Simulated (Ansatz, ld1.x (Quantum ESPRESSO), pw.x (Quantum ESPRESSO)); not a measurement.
pw.x on bcc Mo: one setting changed

Potential: ultrasoft, ld1.x (Quantum ESPRESSO) 7.5, PBEsol; core [Ar] 3d10, reference 4s2 4p6 4d5 5s1 5p0; waves: 4s (bound): rcut 1.65, rcutus 2.10 bohr; 5s (bound): rcut 1.65, rcutus 2.10 bohr; 4p (bound): rcut 1.95, rcutus 2.25 bohr; 5p (bound, empty): rcut 1.95, rcutus 2.25 bohr; 4d (bound): rcut 1.85, rcutus 2.15 bohr; 4d channel at 0.5 Ry: rcut 1.85, rcutus 2.15 bohr; local part: all-electron potential smoothed inside 1.65 bohr (lloc = -2); core correction: Bessel-smoothed model core inside 1.20 bohr; augmentation: PSQ, inside the norm-conserving radii.

The reference run (k-mesh 15³, cutoffs 50/400 Ry, Fermi–Dirac 0.01 Ry, mixing_beta 0.4, conv_thr 1e-9, no spin) gives 1.37 GPa at 15.327 Å³/atom, where all-electron LAPW gives 0.24 GPa. This run, with its own iteration cap, changes k-mesh points per axis to 1, a wrong or extreme entry chosen on purpose.

```
&control
  calculation='scf', prefix='x', pseudo_dir='./', outdir='./tmp', tstress=.true., disk_io='none'
/
&system
  ibrav=0, nat=1, ntyp=1, ecutwfc=50, ecutrho=400, nbnd=15,
  occupations='smearing', smearing='fd', degauss=0.01
/
&electrons
  conv_thr=1e-09, mixing_beta=0.4, electron_maxstep=70
/
ATOMIC_SPECIES
Mo 1.0 Mo.UPF
CELL_PARAMETERS angstrom
  -1.56482481 1.56482481 1.56482481
  1.56482481 -1.56482481 1.56482481
  1.56482481 1.56482481 -1.56482481
ATOMIC_POSITIONS crystal
Mo 0.0000 0.0000 0.0000
K_POINTS automatic
1 1 1 0 0 0
```

```bash
pw.x < Mo.scf.in > Mo.scf.out
```

Problem. How does the run end?

Solution. It converges in 11 iterations; the free energy moves by +875.3 meV/atom and the pressure by +156.56 GPa. The result is not a property of the crystal.

```
Message from routine setup:
     using ibrav=0 with symmetry is DISCOURAGED, use correct ibrav instead
     lattice parameter (alat)  =       5.1218  a.u.
     unit-cell volume          =     103.4317 (a.u.)^3
     number of electrons       =        14.00
     number of Kohn-Sham states=           15
     kinetic-energy cutoff     =      50.0000  Ry
     charge density cutoff     =     400.0000  Ry
     scf convergence threshold =      1.0E-09
     Exchange-correlation= PBESOL
     number of k points=     1  Fermi-Dirac smearing, width (Ry)=  0.0100
     iteration #  1     ecut=    50.00 Ry     beta= 0.40
     total energy              =    -143.03338531 Ry
     estimated scf accuracy    <       0.11674990 Ry
     iteration #  2     ecut=    50.00 Ry     beta= 0.40
     total energy              =    -143.02840889 Ry
     estimated scf accuracy    <       0.03868528 Ry
     iteration #  3     ecut=    50.00 Ry     beta= 0.40
     total energy              =    -143.02745432 Ry
     estimated scf accuracy    <       0.02861331 Ry
     [... 5 iterations left out ...]
     iteration #  9     ecut=    50.00 Ry     beta= 0.40
     total energy              =    -143.03024975 Ry
     estimated scf accuracy    <          2.8E-09 Ry
     iteration # 10     ecut=    50.00 Ry     beta= 0.40
     total energy              =    -143.03024975 Ry
     estimated scf accuracy    <          2.5E-09 Ry
     iteration # 11     ecut=    50.00 Ry     beta= 0.40
     the Fermi energy is    20.8931 ev
!    total energy              =    -143.03024975 Ry
     estimated scf accuracy    <          1.3E-10 Ry
     smearing contrib. (-TS)   =      -0.03819085 Ry
     The total energy is F=E-TS. E is the sum of the following terms:
     one-electron contribution =     -23.71294465 Ry
     hartree contribution      =      21.58508629 Ry
     xc contribution           =     -20.25750984 Ry
     ewald contribution        =    -120.60669069 Ry
     convergence has been achieved in  11 iterations
          total   stress  (Ry/bohr**3)                   (kbar)     P=     1579.30
     Message from routine punch:
     Nothing written, as per user request (disk_io='none')
```

The run took about 2.5 s on one core of a shared host (Neoverse-V1, 32 threads, 247 GiB, load 11).
